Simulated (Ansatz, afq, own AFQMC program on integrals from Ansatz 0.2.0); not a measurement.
# BeLi⁻, singlet: AFQMC among the cluster methods

```yaml
atoms:
  - { symbol: Li, position_ang: [0.0000, 0.0000, 0.0000] }
  - { symbol: Be, position_ang: [0.0000, 0.0000, 3.2890] }
```

Basis aug-cc-pVDZ. Noble-gas cores (and the filled d shells of Ga–Kr and In–Xe) are frozen. Integrals, coupled cluster, full CI and functionals: Ansatz 0.2.0; the random walks run on the same integrals in our own AFQMC program. ph-AFQMC/CISD is guided by a CISD state made of CCSD amplitudes; releasing the constraint for a short imaginary time cuts its bias at the price of noise, slowly where states lie close. Uncertainties: one standard error, sampling alone.

Determinant: UHF, the one that the program's search chose, which needn't be the lowest solution. The geometry is a point of a scan.

Full CI on the same integrals is exact in this basis and with this determinant's frozen core.

Cautions: strong correlation (T1 0.129, weight of the determinant 0.71, largest double 0.11); unrestricted determinant spin contaminated (⟨S²⟩ 0.89 against 0.00); the ph-AFQMC/CISD walk drifts between its halves (2.8 errors); the released energy hasn't reached full CI (34 meV above it at 2.40 1/Eh), so no released level is given (meV from the phaseless value at times in 1/Eh: -12 ± 9 at 0.24, -11 ± 9 at 0.51, -8 ± 7 at 0.99, -8 ± 9 at 1.62, -12 ± 10 at 2.40).

```
T1 diagnostic                               : 0.1289
weight of the determinant in the CISD state : 0.710
⟨S²⟩ of the determinant                     : 0.892
size of the correlated space                : 4 electrons in 44 orbitals
```

```
  level  correlation energy (eV)
    MP2                  -0.9302
   CCSD                  -1.6287
CCSD(T)                  -1.7175
```

Task: Estimate where full CI lies against CCSD(T) on the same integrals.

Result: 8.7 kJ/mol below CCSD(T).

Reference: full CI, correlation energy -1.808 eV. The cautions show a poor starting determinant, so the rows tell how each method copes with it here, and full CI is the sure value.

```tsv
level	E − E(reference) (kJ/mol)	share of correlation (%)
CCSD(T)	8.7	94.99
CCSDT	1.4	99.17
CCSDT(Q)	0.0	100.00
ph-AFQMC/CISD	4.4 ± 1.0	97.49
```

CCSDT and higher add their correlation energy to the determinant of the CCSD(T) run, since their own runs factorise the integrals more tightly (a shift of under 2 meV). A walk keeps the symmetry of its determinant, which the program's search chose and which needn't be the lowest solution, so a lower state of the same spin and another symmetry isn't excluded.
